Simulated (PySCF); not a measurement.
Bonds (- single, = double, # triple, : aromatic): C1-Si2 1.896 Å. C1 carries H3, H4, H5; Si2 carries H6, H7, H8.

- PBE0/pcSseg-1 with gauge-including orbitals
- coordinates at the GFN2-xTB level
- run in PySCF 2.14
- one averaged value for each set of equivalent atoms, non-relativistic Hamiltonian, one conformer, in vacuum

Scale: 13C and 1H and 29Si vs TMS (reference shieldings calculated alike).

| atoms | nucleus | count | δ (ppm) |
| --- | --- | --- | --- |
| H6/H7/H8 | 1H | 3 | 3.87 |
| C1 | 13C | 1 | -10.2 |
| Si2 | 29Si | 1 | ? |
| H3/H4/H5 | 1H | 3 | ? |

Question: Complete the table.

Answer: 
- H3/H4/H5: 0.15 ppm, hydrogen on a methyl carbon bonded to Si; an electropositive neighbour shields it, as in TMS itself
- Si2: -76.4 ppm, silicon bonded to C, 3 H

Shifts are as computed. Against solution values, carbons near 30 ppm lie about +3 ppm off and those near 130 ppm about +5 ppm. Of 246 compounds with measured shifts, 49 miss one by over three times the rms of a fit or turn the order of signals round; such compounds aren't used in these exercises.
